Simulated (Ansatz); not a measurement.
**C3H7NO: a ladder of functionals and wavefunction methods**

How much do the methods differ for C3H7NO? The plan is to run it at one geometry with functionals of several rungs and with coupled cluster, and see how far each lands from CCSD(T) at the basis-set limit for the atomisation energy.

The runs use Ansatz 0.2.0, Gaussian basis; functionals in def2-TZVPP, the program's frozen cores in correlated methods.

Levels to be run: LDA (SPW92), PBE-D4, revPBE-D4, BLYP-D4, r2SCAN-D4, B97M-V, PBE0-D4, B3LYP-D4, r2SCANh-D4, r2SCAN0-D4, HSE06-D4, BHLYP-D4, CAM-B3LYP-D4, LC-ωPBE, ωB97X-V, ωB97M-V, B2PLYP, PBE-QIDH; CCSD(T)/def2-SVP; CCSD(T)/def2-TZVPP; MP2/def2-QZVPP; extrapolation to the limit; RPA on PBE.

**1. Structure used throughout**

The geometry comes from an earlier relaxation with PBE0-D4 in a triple-zeta def2 set; it is a stationary point, not always the lowest conformer.

12 atoms, charge 0, spin multiplicity 1.

Atoms are counted from 1 here; the program's logs count them from 0.

Bond lengths: C1–C2 1.340 Å, C1–H6 1.081 Å, C1–H7 1.078 Å, C2–N3 1.382 Å, C2–O4 1.349 Å, N3–H8 1.006 Å, N3–H9 1.008 Å, O4–C5 1.407 Å, C5–H10 1.089 Å, C5–H11 1.095 Å, C5–H12 1.094 Å. Angles: C2–C1–H6 119.7°, C2–C1–H7 122.3°, H6–C1–H7 118.0°, C1–C2–N3 125.3°, C1–C2–O4 125.8°, N3–C2–O4 108.9°, C2–N3–H8 114.1°, C2–N3–H9 113.3°, H8–N3–H9 112.8°, C2–O4–C5 117.1°, O4–C5–H10 106.3°, O4–C5–H11 111.1°, O4–C5–H12 111.1°, H10–C5–H11 109.6°, H10–C5–H12 109.5°, H11–C5–H12 109.2°.

**2. LDA**

This LDA is Slater exchange with PW92 correlation.

File in.yaml:

```yaml
crystal:
  periodic: [false, false, false]
  atoms:
    - {symbol: C, position_ang: [-0.624493, 0.221855, -1.191786]}
    - {symbol: C, position_ang: [-0.322480, -0.520705, -0.118624]}
    - {symbol: N, position_ang: [-0.769165, -1.808052, 0.112941]}
    - {symbol: O, position_ang: [0.422148, -0.121831, 0.932918]}
    - {symbol: C, position_ang: [0.928360, 1.190118, 0.899594]}
    - {symbol: H, position_ang: [-1.221069, -0.203559, -1.985956]}
    - {symbol: H, position_ang: [-0.319631, 1.251203, -1.284322]}
    - {symbol: H, position_ang: [-1.087377, -2.287645, -0.712407]}
    - {symbol: H, position_ang: [-0.129023, -2.359308, 0.663564]}
    - {symbol: H, position_ang: [1.507413, 1.317207, 1.812662]}
    - {symbol: H, position_ang: [1.575306, 1.341387, 0.029611]}
    - {symbol: H, position_ang: [0.116912, 1.924131, 0.875805]}
basis:
  gaussian: {orbitals: def2-TZVPP}
hamiltonian: {xc: lda}
output: {orbitals: {seedname: orbitals}}
```

Run with:

```
ansatz run in.yaml --threads 4 --pin off --events-out ev --progress --plain --max-ram 10444MiB
```

The runs that follow: PBE-D4 (GGA); revPBE-D4 (GGA); BLYP-D4 (GGA); r2SCAN-D4 (meta-GGA); B97M-V (meta-GGA); PBE0-D4 (hybrid); B3LYP-D4 (hybrid); r2SCANh-D4 (hybrid); r2SCAN0-D4 (hybrid); HSE06-D4 (hybrid); BHLYP-D4 (hybrid); CAM-B3LYP-D4 (range-separated); LC-ωPBE (range-separated); ωB97X-V (range-separated); ωB97M-V (range-separated); B2PLYP (double hybrid); PBE-QIDH (double hybrid); CCSD(T) in def2-SVP; CCSD(T) in def2-TZVPP; MP2 in def2-QZVPP; RPA on PBE orbitals.

Before running them: what should the planned runs give, taken together? Wanted: atomisation energy, CCSD(T)/CBS; farthest beyond LDA; mean size of error, GGA; mean size of error, meta-GGA; mean size of error, hybrid; mean size of error, range-separated; mean size of error, double hybrid; gap, smallest and largest; T1 diagnostic.

As calculated:

```
                               quantity                                                                 value
        atomisation energy, CCSD(T)/CBS                                                             48.917 eV
    functionals within 0.245 eV (0.5 %)  revPBE-D4, r2SCAN-D4, B97M-V, B3LYP-D4, r2SCANh-D4, LC-ωPBE, ωB97X-V
                    farthest beyond LDA                                                    PBE-D4 (+1.570 eV)
                mean size of error, GGA                                                              0.713 eV
           mean size of error, meta-GGA                                                              0.141 eV
             mean size of error, hybrid                                                              0.586 eV
    mean size of error, range-separated                                                              0.238 eV
      mean size of error, double hybrid                                                              0.300 eV
              gap, smallest and largest                                 4.84 eV (BLYP-D4), 11.84 eV (LC-ωPBE)
                          T1 diagnostic                                                                0.0117
triples share of the correlation energy                                                                 4.0 %
```

LDA overbinds by 8.045 eV (16 %). PBE-D4 misses by +1.570 eV. Double hybrids carry the basis error of their MP2 part in triple zeta, and no dispersion term here, so their miss is partly the set-up's. The rungs meta-GGA, range-separated miss on average by less than the doubt on the reference (0.245 eV), so they tie. Misses under about 0.245 eV are within the doubt on the reference itself, which lacks core-valence correlation, relativity and higher excitations. Hartree-Fock recovers 71 % of the binding; the rest is correlation. CCSD(T) in def2-SVP is off by -2.495 eV, more than most functionals: a good method in a small basis is no reference. The gap grows from 4.8 to 11.8 eV across the functionals, mostly with the share of exact exchange.
